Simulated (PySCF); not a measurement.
# Core-level binding energies of nitrogen trifluoride

Nitrogen trifluoride, NF3.
Numbering: `[F:1][N:2]([F:3])[F:4]`

Method used: delta-SCF UKS SCAN, pcX-2 on the ionised atom, pcseg-1 elsewhere, spin-free X2C in PySCF 2.14.0. Vertical ΔSCF values, vacuum level as zero.

**Question.** What binding energy does each computed site have?

**Answer.** 
```tsv
atom(s)	bonded to	level	binding energy (eV)	count
F1/F3/F4	N	F 1s	694.90	3
N2	3 F	N 1s	414.31	1
```

**Question.** Which photon energy gives electrons from N 1s of N2 (atom 2) a kinetic energy of 50 eV, and what is their de Broglie wavelength?

**Answer.** hν = 414.31 + 50 = 464.31 eV, recoil neglected; λ = 12.264 Å/√(E/eV) = 1.73 Å.

**Question.** Which photon wavelength matches the N 1s of N2 threshold?

**Answer.** λ = hc/E = 12398.42 eV Å / 414.31 eV = 29.925 Å.

Atoms equivalent by their bonding share one computed value, that of the first of them. Geometry: PBE0-D3(BJ)/def2-SVP; no solvent, vibrations or thermal averaging.
